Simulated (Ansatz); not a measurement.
# BH₄O (doublet): wave-function methods side by side at distance O1–H3 along a hydrogen transfer = 1.137 Å, cc-pVDZ

One table from this session's results is given with a row withheld; the runs are named, their logs left out.

Program: Ansatz 0.2.0, Gaussian basis. Level of theory: cc-pVDZ, core rule «outside noble gas», up to 2 orbitals frozen. These are calculated values, not measurements.

To be run: UHF; CCSD(T) on ROHF; CCSD(T) on UHF; BCCD(T) on ROHF; CISD; CCSDT(Q) on ROHF; CCSDT(Q) on UHF; CASSCF and MRCISD+Q, 3 electrons in 3 orbitals; CASSCF and NEVPT2, 3 electrons in 3 orbitals.

6 further runs of the same task are left out: 1 for a mislabelled method, 4 that didn't finish, 1 set aside as unsound or not needed.

## What is computed

The geometry derives from fragments relaxed apart (PBE0/def2-TZVP) and kept rigid, so it is no stationary point. A hydrogen atom is moved between rigid fragments.

6 atoms, charge 0, spin multiplicity 2.

Atoms are counted from 1 here; the program's logs count them from 0.

Bond lengths: O1–H2 0.960 Å, O1–H3 1.137 Å, B4–H5 1.191 Å, B4–H6 1.191 Å. Angles: H2–O1–H3 105.1°, H5–B4–H6 129.4°.

The first run:

Input file in.yaml:

```yaml
crystal:
  periodic: [false, false, false]
  atoms:
    - {symbol: O, position_ang: [-1.205560, -0.030281, 0.000000]}
    - {symbol: H, position_ang: [-1.454869, 0.896295, 0.000000]}
    - {symbol: H, position_ang: [-0.068560, -0.030281, 0.000000]}
    - {symbol: B, position_ang: [1.543440, -0.030281, 0.000000]}
    - {symbol: H, position_ang: [2.052514, -0.030281, 1.077008]}
    - {symbol: H, position_ang: [2.052513, -0.030281, -1.077009]}
basis:
  gaussian: {orbitals: cc-pVDZ}
magnetization: {spin_polarized: true, initial_magnetization: 1}
hamiltonian: {xc: hf}
output: {orbitals: {seedname: orbitals}}
```

On the command line:

```console
$ ansatz run in.yaml --threads 1 --pin off --events-out ev --progress --plain --max-ram 2393MiB
```

Steps of the session up to this table: UHF; CCSD(T) on ROHF; CCSD(T) on UHF; BCCD(T) on ROHF; CISD; CCSDT(Q) on ROHF; CCSDT(Q) on UHF; CASSCF and MRCISD+Q, 3 electrons in 3 orbitals; CASSCF and NEVPT2, 3 electrons in 3 orbitals.

One table of the session follows, with a row left open; its other results are not shown here.

It belongs to the step «Misses and costs». 

| method | from UCCSDT(Q) (meV) |
| --- | --- |
| ROHF | +8813.3 |
| UHF | +8636.7 |
| RMP2 | +971.4 |
| UMP2 | +1021.8 |
| CISD | +879.5 |
| RCCSD | +203.6 |
| UCCSD | ? |
| RCCSD(T) | +38.3 |
| UCCSD(T) | +38.5 |
| BCCD(T) | +38.3 |
| RCCSDT | +19.4 |
| UCCSDT | +18.7 |
| RCCSDT(Q) | +0.6 |
| UCCSDT(Q) | 0 |
| CASSCF pair | +8070.9 |
| NEVPT2 pair | +970.4 |
| MRCISD pair | +749.8 |
| MRCISD+Q pair | +104.2 |

Estimate the missing values for UCCSD.

**Answer.** from UCCSDT(Q) (meV): +197.5. In the column «from UCCSDT(Q) (meV)» it lies between MRCISD+Q pair (+104.2) and RCCSD (+203.6).

Limits of these values: Restricted and unrestricted rows rest on different reference determinants; where their highest levels disagree by more than a few hundredths of an eV, they describe different states and don't form one ladder.
